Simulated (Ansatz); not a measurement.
Born–Oppenheimer molecular dynamics of CH₅FSi (8 atoms, charge 0, multiplicity 1). It starts from a relaxed structure.

The calculation used Ansatz, RHF/def2-SVP.

- ensemble: NVE (velocity Verlet)
- time step: 0.25 fs
- steps asked: 300
- starting velocities drawn for: 700 K
- seed: 509606

First frame:

```xyz
8
Properties=species:S:1:pos:R:3
Si -0.009 0.004 -0.024
F 0.392 -0.198 1.529
H 1.242 0.242 -0.772
H -0.876 1.197 -0.102
C -0.889 -1.528 -0.624
H -1.796 -1.709 -0.043
H -1.175 -1.421 -1.673
H -0.247 -2.407 -0.535
```

(1) How far do the bonds stretch over the last three quarters of this one trajectory? (Pairs bonded in most of those frames.)

Results:

(1) 
```json
{"bond": "Si1–F2", "mean (Å)": "1.618", "spread (Å)": "0.002", "shortest": "1.62", "longest": "1.62"}
{"bond": "Si1–H3", "mean (Å)": "1.478", "spread (Å)": "0.008", "shortest": "1.46", "longest": "1.49"}
{"bond": "Si1–H4", "mean (Å)": "1.483", "spread (Å)": "0.052", "shortest": "1.41", "longest": "1.56"}
{"bond": "Si1–C5", "mean (Å)": "1.867", "spread (Å)": "0.027", "shortest": "1.83", "longest": "1.92"}
{"bond": "C5–H6", "mean (Å)": "1.097", "spread (Å)": "0.038", "shortest": "1.04", "longest": "1.16"}
{"bond": "C5–H7", "mean (Å)": "1.094", "spread (Å)": "0.031", "shortest": "1.04", "longest": "1.15"}
{"bond": "C5–H8", "mean (Å)": "1.098", "spread (Å)": "0.039", "shortest": "1.04", "longest": "1.16"}
```

Mean temperature of the second half: 350 K. The conserved energy stayed within 0.13 meV per atom of its start (net change 0.049 meV per atom), so the integration is sound. Over the second half the temperature averaged 0.50 of the 700 K drawn at the start: a run that starts near a minimum puts about half its kinetic energy into the potential. A run of 0.075 ps of so small a system gives no equilibrium averages.

Time of the run: 3.5 min on 1 thread of Arm Neoverse V2, on a shared host, peak memory 0.11 GiB.
